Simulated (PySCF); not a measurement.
Run record: geometry optimisation, `O=[PH]1C=CC=C1`.

Computed with PBE0/cc-pVDZ geometry optimisation, gas phase (PySCF 2.14.0). Start geometry: GFN2-xTB. A driver script takes a list of jobs; this job's settings line and coordinates (Å) are shown.

Input:
```
{"job": {"xc": "PBE0", "basis": "cc-pVDZ", "grid": 1, "kind": "geom"}, "charge": 0, "multiplicity": 1}
O      2.466010    -0.131904    -0.898151
P      1.325228    -0.270782     0.006736
C      0.331678     1.178495     0.446043
C     -0.957568     0.902849     0.220502
C     -1.224856    -0.422988    -0.320497
C     -0.145544    -1.187644    -0.519126
H      1.641793    -0.837983     1.241994
H      0.720713     2.098728     0.844482
H     -1.770263     1.589832     0.401537
H     -2.236923    -0.724611    -0.543541
H     -0.144843    -2.191322    -0.905943
```

Problem. Give the output.

Solution. 
```
step   0  E = -571.57611324  max force = 0.047777
step   1  E = -571.58082710  max force = 0.003080
step   2  E = -571.58088270  max force = 0.000417
step   3  E = -571.58088682  max force = 0.000698
step   4  E = -571.58089092  max force = 0.000471
step   5  E = -571.58089217  max force = 0.000582
step   6  E = -571.58089106  max force = 0.000654
step   7  E = -571.58089497  max force = 0.000789
step   8  E = -571.58091045  max force = 0.000890
step   9  E = -571.58090956  max force = 0.001603
step  10  E = -571.58092713  max force = 0.001123
step  11  E = -571.58094334  max force = 0.000599
step  12  E = -571.58095049  max force = 0.000369
optimisation converged
```

Energies in Eh; «max force» is the largest Cartesian gradient component in Eh/bohr.

Problem. How much energy does the optimisation release, in kcal/mol?

Solution. E(step 0) − E(last step) = 0.004837 Eh, which is 3.0 kcal/mol.

In short: final energy -571.58095 Eh after 12 steps; dipole 4.38 D.

Problem. Where do the atoms end?

Solution. 0.053 Å rms from the input after alignment:
```
atom  x, y, z in Å
O1     2.4988    0.0466   -0.7642
P2     1.2477   -0.1529    0.0544
C3     0.1230    1.2311    0.4238
C4    -1.1381    0.8423    0.1706
C5    -1.2774   -0.5296   -0.3656
C6    -0.1238   -1.1982   -0.5322
H7     1.4513   -0.6957    1.3705
H8     0.4311    2.2027    0.8090
H9    -2.0172    1.4698    0.3380
H10   -2.2625   -0.9426   -0.5976
H11   -0.0196   -2.2128   -0.9156
```

Problem. How long does this job take on one thread of an Intel Xeon 6975P-C, shared host with 192 logical CPUs at a one-minute load of 48? And the peak memory of the process?

Solution. About 33 s, with 0.53 GiB resident at the peak, the Python interpreter and its libraries included.
Labels such as C1 count atoms from 1, the log's own numbers from 0.
